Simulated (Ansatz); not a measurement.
An input meant for Me2S2 (C₂H₆S₂) (charge 0, singlet).

```yaml
crystal:
  periodic: [false, false, false]
  atoms:
    - {symbol: C, position_ang: [-0.317139, -1.807604, 0.472145]}
    - {symbol: S, position_ang: [1.247816, -0.969575, 0.027004]}
    - {symbol: S, position_ang: [0.986367, 0.935311, 0.805908]}
    - {symbol: C, position_ang: [0.117791, 1.810645, -0.546428]}
    - {symbol: H, position_ang: [-0.214182, -2.854362, 0.119056]}
    - {symbol: H, position_ang: [-0.467382, -1.804659, 1.568706]}
    - {symbol: H, position_ang: [-1.185581, -1.343034, -0.034543]}
    - {symbol: H, position_ang: [0.721065, 1.798969, -1.474310]}
    - {symbol: H, position_ang: [-0.883359, 1.376056, -0.735110]}
    - {symbol: H, position_ang: [-0.005386, 2.858263, -0.202437]}
basis:
  gaussian: {orbitals: def2-mTZVPP, final_grid: {core_spheres: 5, valence_spheres: 4, degree: 11}}
hamiltonian: {xc: {name: revPBE}, dispersion: d4}
scf: {max_iter: 3}
output: {forces: true}
```

```sh
$ ansatz run in.yaml --threads 4 --pin off --events-out ev --progress --plain --max-ram 3916MiB
```

It prints (some lines left out):

```
Error: invalid value for `basis.gaussian`: such a run doesn't read scf.max_iter; remove what it names
```

Task: Something in this input is off. What?

Result: The input holds a key that doesn't belong there. The program refused the input.
